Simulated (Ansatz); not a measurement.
# CHAlN: the cost of one run

Program: Ansatz 0.2.0, Gaussian basis. Level of theory: def2-QZVPP, all electrons in the functionals. These are calculated values, not measurements.

Plan: PBE, BLYP, r2SCAN, B97M-V, PBE0, B3LYP, at charge 0, quartet; charge 0, doublet; charge 0, sextet; charge 1, triplet; charge 1, quintet.

**1. The system**

The geometry is a PBE0/def2-TZVP stationary point (not a proven minimum).

4 atoms, charge 0, spin multiplicity 4.

Atoms are counted from 1 here; the program's logs count them from 0.

Bond lengths: Al1–N2 1.818 Å, Al1–H4 1.595 Å, N2–C3 1.194 Å. Angles: N2–Al1–H4 111.0°, Al1–N2–C3 170.0°.

No dispersion term is added; B97M-V holds VV10 nonlocal correlation. B3LYP takes the VWN-RPA correlation.

The geometry shown and the zero of energy belong to the point charge 0, quartet. The yardstick, UCCSD(T), and other wave-function levels (R restricted, U unrestricted, valence and pair active spaces) come from earlier runs.

**2. PBE, charge 0, quartet**

The input, in.yaml:

```yaml
crystal:
  periodic: [false, false, false]
  atoms:
    - {symbol: Al, position_ang: [0.000000, -0.111786, 1.121424]}
    - {symbol: N, position_ang: [0.000000, 0.097969, -0.684708]}
    - {symbol: C, position_ang: [0.000000, 0.027668, -1.876852]}
    - {symbol: H, position_ang: [0.000000, 1.301302, 1.860276]}
basis:
  gaussian: {orbitals: "def2-QZVPP.json"}
magnetization: {spin_polarized: true, initial_magnetization: 3}
hamiltonian: {xc: {name: PBE}}
output: {orbitals: {seedname: orbitals}}
```

Command:

```sh
$ ansatz run in.yaml --threads 1 --pin off --events-out ev --progress --plain --max-ram 2393MiB
```

What time and memory should one allow on 1 thread of Arm Neoverse V1, shared host?

About 33 s, with a peak of 0.46 GiB.
